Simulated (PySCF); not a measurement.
## Basis-set dependence of excited states

Species: diaminoborane, BH5N2.
SMILES: `NBN`

TDDFT with PBE0 (PySCF), vertical singlets, core orbitals frozen in the response, spherical d and f functions. Isolated species at its PBE0-D3(BJ)/def2-SVP geometry, gas phase.

**Question.** How do the low singlets change with the basis? Take 6-31G*, def2-SVP, def2-SVPD and def2-TZVP.

**Answer.** 

| basis | functions | diffuse | S1 (eV) | S2 (eV) | S3 (eV) | S4 (eV) | S5 (eV) | LUMO (eV) | α (au) |
| --- | --- | --- | --- | --- | --- | --- | --- | --- | --- |
| 6-31G* | 52 | no | 7.62 | 8.32 | 8.45 | 8.67 | 9.63 | 2.77 | 24.9 |
| def2-SVP | 67 | no | 7.05 | 7.77 | 8.22 | 8.41 | 9.17 | 2.02 | 26.5 |
| def2-SVPD | 100 | yes | 6.19 | 7.10 | 7.46 | 7.74 | 8.23 | 0.55 | 34.3 |
| def2-TZVP | 123 | no | 6.50 | 7.20 | 7.54 | 7.99 | 8.55 | 1.09 | 31.6 |

States are compared by their number. Against the only diffuse basis here (def2-SVPD, itself not a converged limit), sets without diffuse functions differ by up to 1.43 eV in S1 and 1.40 eV in S5. Every set without diffuse functions puts S1 more than 0.3 eV higher, so even the lowest state needs them here. State by state, the largest deviation of a set without diffuse functions is S1 1.43, S2 1.22, S3 0.99, S4 0.93, S5 1.40 eV. The same number needn't mean the same state in each row. Against def2-SVPD the polarisability deviates by -27% in 6-31G*, -23% in def2-SVP, -8% in def2-TZVP.
